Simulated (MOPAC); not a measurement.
# C3H4ClF (3-chloro-2-fluoroprop-1-ene) at 6 levels

Aim: a comparison of 6 runs (AM1, PM3, PM6, PM6-D3H4, PM6-ORG, PM7) of C3H4ClF (3-chloro-2-fluoroprop-1-ene). 

The results are computed with MOPAC 23.2.5.

### 1 Starting point

C3H4ClF has 9 atoms, charge 0, and is taken as a singlet. As SMILES, `C=C(F)CCl`. The coordinates come from a GFN2-xTB relaxation. This is one conformer, not always the lowest.

Bond lengths: C1–C2 1.320 Å, C2–F3 1.352 Å, C2–C4 1.489 Å, C4–Cl5 1.802 Å, C1–H6 1.075 Å, C1–H7 1.073 Å, C4–H8 1.088 Å, C4–H9 1.090 Å. Some angles: C1–C2–F3 119.7°, C1–C2–C4 127.2°, F3–C2–C4 113.0°, C2–C4–Cl5 109.8°, C2–C1–H6 121.1°, C2–C1–H7 120.8°, C2–C4–H8 111.4°, C2–C4–H9 110.8°, Cl5–C4–H8 106.8°, Cl5–C4–H9 106.7°.

### 2 Energy and gradient at AM1 (run 1)

File calc.mop:

```
AM1 DISP GRADIENTS BONDS 1SCF AUX(PRECISION=6) THREADS=1
gradient of C3H4ClF

C -0.470660 1 0.820990 1 1.066760 1
C 0.392210 1 0.162630 1 0.315020 1
F 1.718440 1 0.347160 1 0.498510 1
C 0.083820 1 -0.797660 1 -0.780720 1
Cl -0.112710 1 0.091340 1 -2.335330 1
H -0.136860 1 1.507820 1 1.823090 1
H -1.527120 1 0.688890 1 0.933660 1
H -0.852490 1 -1.321320 1 -0.598360 1
H 0.905370 1 -1.499860 1 -0.922630 1
```

Started as:

```console
$ mopac calc.mop
```

calc.out:

```text
MOPAC v23.2.5
AM1 CALCULATION RESULTS
[...]
           Empirical Formula: C3 H4 F Cl  =     9 atoms
      MOLECULAR POINT GROUP   :   C1
[...]
     SCF FIELD WAS ACHIEVED
[...]
                              SUM =        -42.91590 KCAL/MOL = FINAL HEAT OF FORMATION
          TOTAL ENERGY            =      -1297.72829 EV
          ELECTRONIC ENERGY       =      -3478.30244 EV
          CORE-CORE REPULSION     =       2180.57415 EV
          COSMO AREA              =        118.69 SQUARE ANGSTROMS
          COSMO VOLUME            =        106.24 CUBIC ANGSTROMS
          GRADIENT NORM           =         79.80587          =       26.60196 PER ATOM
          IONIZATION POTENTIAL    =         10.444183 EV
          HOMO LUMO ENERGIES (EV) =        -10.444  0.153
          NO. OF FILLED LEVELS    =         15
          MOLECULAR WEIGHT        =         94.5160         POINT GROUP:  C1
[...]
 DIPOLE           X         Y         Z       TOTAL
 POINT-CHG.    -1.327    -1.025     1.119     2.016
 HYBRID         0.087     0.034     0.002     0.093
 SUM           -1.240    -0.991     1.121     1.944
[...]
 * JOB ENDED NORMALLY *
[...]
```

Run time: 0.04 s. Hardware: 1 thread of Arm Neoverse N1, shared host.

### 3 Energy and gradient at PM3 (run 2)

File job.mop:

```
DISP BONDS GRADIENTS 1SCF PM3 AUX(PRECISION=6) T=10M THREADS=1
C3H4ClF gradient

C     -0.470660 +1     0.820990 +1     1.066760 +1
C      0.392210 +1     0.162630 +1     0.315020 +1
F      1.718440 +1     0.347160 +1     0.498510 +1
C      0.083820 +1    -0.797660 +1    -0.780720 +1
Cl    -0.112710 +1     0.091340 +1    -2.335330 +1
H     -0.136860 +1     1.507820 +1     1.823090 +1
H     -1.527120 +1     0.688890 +1     0.933660 +1
H     -0.852490 +1    -1.321320 +1    -0.598360 +1
H      0.905370 +1    -1.499860 +1    -0.922630 +1
```

Started as:

```console
$ mopac job.mop
```

job.out:

```text
MOPAC v23.2.5
PM3 CALCULATION RESULTS
[...]
           Empirical Formula: C3 H4 F Cl  =     9 atoms
      MOLECULAR POINT GROUP   :   C1
[...]
     SCF FIELD WAS ACHIEVED
[...]
                              SUM =        -38.30593 KCAL/MOL = FINAL HEAT OF FORMATION
          TOTAL ENERGY            =      -1173.70143 EV
          ELECTRONIC ENERGY       =      -3293.28309 EV
          CORE-CORE REPULSION     =       2119.58166 EV
          COSMO AREA              =        118.69 SQUARE ANGSTROMS
          COSMO VOLUME            =        106.24 CUBIC ANGSTROMS
          GRADIENT NORM           =         49.85046          =       16.61682 PER ATOM
          IONIZATION POTENTIAL    =         10.630587 EV
          HOMO LUMO ENERGIES (EV) =        -10.631  0.024
          NO. OF FILLED LEVELS    =         15
          MOLECULAR WEIGHT        =         94.5160         POINT GROUP:  C1
[...]
 DIPOLE           X         Y         Z       TOTAL
 POINT-CHG.    -1.253    -0.618     0.490     1.480
 HYBRID        -0.100    -0.233     0.413     0.484
 SUM           -1.353    -0.851     0.902     1.835
[...]
 * JOB ENDED NORMALLY *
[...]
```

Wall time 0.04 s (1 thread of Arm Neoverse N1, shared host).

Runs 3 to 4 aren't shown in full; the table further down has their settings and results.

### 4 Energy and gradient at PM6-ORG (run 5)

File input.mop:

```
DISP GRADIENTS BONDS 1SCF PM6-ORG THREADS=1 AUX(PRECISION=6)
job C3H4ClF
C=C(F)CCl
C -0.470660 1 0.820990 1 1.066760 1
C 0.392210 1 0.162630 1 0.315020 1
F 1.718440 1 0.347160 1 0.498510 1
C 0.083820 1 -0.797660 1 -0.780720 1
Cl -0.112710 1 0.091340 1 -2.335330 1
H -0.136860 1 1.507820 1 1.823090 1
H -1.527120 1 0.688890 1 0.933660 1
H -0.852490 1 -1.321320 1 -0.598360 1
H 0.905370 1 -1.499860 1 -0.922630 1
```

Started as:

```console
$ mopac input.mop
```

input.out:

```text
MOPAC v23.2.5
PM6-ORG CALCULATION RESULTS
[...]
           Empirical Formula: C3 H4 F Cl  =     9 atoms
      MOLECULAR POINT GROUP   :   C1
[...]
     SCF FIELD WAS ACHIEVED
[...]
     *    WARNING - An energy term is incorrect or missing!
     *    FINAL HEAT OF FORMATION     =    -49.37132 KCAL/MOL
     *    SUM OF CONTRIBUTIONS TO HoF =    -49.51724 KCAL/MOL
     *                     DIFFERENCE =      0.14592 KCAL/MOL
          TOTAL ENERGY            =      -1153.63271 EV
          ELECTRONIC ENERGY       =      -3303.36245 EV
          CORE-CORE REPULSION     =       2149.72974 EV
          COSMO AREA              =        118.69 SQUARE ANGSTROMS
          COSMO VOLUME            =        106.24 CUBIC ANGSTROMS
          GRADIENT NORM           =         85.06545          =       28.35515 PER ATOM
          IONIZATION POTENTIAL    =         10.890290 EV
          HOMO LUMO ENERGIES (EV) =        -10.890 -0.212
          NO. OF FILLED LEVELS    =         15
          MOLECULAR WEIGHT        =         94.5160         POINT GROUP:  C1
[...]
 DIPOLE           X         Y         Z       TOTAL
 POINT-CHG.    -1.737    -1.155     1.540     2.593
 HYBRID         0.412    -0.066     0.201     0.463
 SUM           -1.325    -1.221     1.741     2.506
[...]
 * JOB ENDED NORMALLY *
[...]
```

It took 0.04 s on 1 thread of Arm Neoverse N1, shared host.

### 5 Energy and gradient at PM7 (run 6)

File job.mop:

```
PM7 1SCF DISP GRADIENTS BONDS AUX(PRECISION=9) THREADS=1
C3H4ClF, PM7

C -0.470660 1 0.820990 1 1.066760 1
C 0.392210 1 0.162630 1 0.315020 1
F 1.718440 1 0.347160 1 0.498510 1
C 0.083820 1 -0.797660 1 -0.780720 1
Cl -0.112710 1 0.091340 1 -2.335330 1
H -0.136860 1 1.507820 1 1.823090 1
H -1.527120 1 0.688890 1 0.933660 1
H -0.852490 1 -1.321320 1 -0.598360 1
H 0.905370 1 -1.499860 1 -0.922630 1
```

Started as:

```console
$ mopac job.mop
```

job.out:

```text
MOPAC v23.2.5
PM7 CALCULATION RESULTS
[...]
           Empirical Formula: C3 H4 F Cl  =     9 atoms
      MOLECULAR POINT GROUP   :   C1
[...]
     SCF FIELD WAS ACHIEVED
[...]
     *    WARNING - An energy term is incorrect or missing!
     *    FINAL HEAT OF FORMATION     =    -47.49454 KCAL/MOL
     *    SUM OF CONTRIBUTIONS TO HoF =    -47.64046 KCAL/MOL
     *                     DIFFERENCE =      0.14592 KCAL/MOL
          TOTAL ENERGY            =      -1154.68360 EV
          ELECTRONIC ENERGY       =      -3316.99771 EV
          CORE-CORE REPULSION     =       2162.31410 EV
          COSMO AREA              =        118.69 SQUARE ANGSTROMS
          COSMO VOLUME            =        106.24 CUBIC ANGSTROMS
          GRADIENT NORM           =        103.32516          =       34.44172 PER ATOM
          IONIZATION POTENTIAL    =         10.945019 EV
          HOMO LUMO ENERGIES (EV) =        -10.945 -0.384
          NO. OF FILLED LEVELS    =         15
          MOLECULAR WEIGHT        =         94.5160         POINT GROUP:  C1
[...]
 DIPOLE           X         Y         Z       TOTAL
 POINT-CHG.    -1.674    -1.287     1.287     2.473
 HYBRID         0.369    -0.002     0.097     0.382
 SUM           -1.305    -1.289     1.384     2.298
[...]
 * JOB ENDED NORMALLY *
[...]
```

Wall time 0.04 s (1 thread of Arm Neoverse N1, shared host).

### 6 Overview of the runs

```csv
run,level,heat of formation (kcal/mol),dipole moment (D),HOMO energy (eV),LUMO energy (eV),wall time
1,AM1,-42.92,1.94,-10.44,0.15,0.04 s
2,PM3,-38.31,1.84,-10.63,0.02,0.04 s
3,PM6,-46.72,2.03,-10.80,-0.26,0.04 s
4,PM6-D3H4,-44.21,2.03,-10.80,-0.26,0.04 s
5,PM6-ORG,-49.37,2.51,-10.89,-0.21,0.04 s
6,PM7,-47.49,2.30,-10.95,-0.38,0.04 s
```

### 7 What came out

```
                                        quantity           value
                             run 6: total energy    -42.43384 Eh
                            run 6: dipole moment          2.30 D
                              run 6: HOMO energy       -10.95 eV
                              run 6: LUMO energy        -0.38 eV
                            run 6: HOMO–LUMO gap        10.56 eV
                        run 6: dispersion energy    -1.68 kJ/mol
run 6: heat of formation at this unrelaxed shape  -47.5 kcal/mol
                 run 6: largest force on an atom      3.520 eV/Å
```

**Reading.** The dipole moment runs from 1.84 D (PM3) to 2.51 D (PM6-ORG). The HOMO–LUMO gap runs from 10.54 eV (PM6) to 10.68 eV (PM6-ORG). All runs together took 0.24 s, the longest 0.04 s.
